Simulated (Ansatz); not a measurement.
## Pt (fcc): energy against volume

The calculation used DFT, revPBE, plane waves (420 eV) with PAW, scalar-relativistic in Ansatz 0.2.0. (PAW data from PBE, frozen cores regenerated.)

The cell is scaled uniformly from the relaxed one, with fractional coordinates and shape fixed. Energies are extrapolated to zero smearing, pressures are those at the given smearing. Magnetic state: non-magnetic.

A Birch-Murnaghan fit gives V₀ = 15.83 Å³/atom, B₀ = 235 GPa, B₀′ = 5.5.

Task: What are the energy above the minimum and the pressure at 14.562 Å³/atom?

Result: 89.1 meV/atom and 24.79 GPa as computed.

Task: What are the energy above the minimum and the pressure at 15.195 Å³/atom?

Result: 20.3 meV/atom and 10.88 GPa as computed.

Task: What are the energy above the minimum and the pressure at 17.095 Å³/atom?

Result: 62.9 meV/atom and -14.50 GPa as computed.
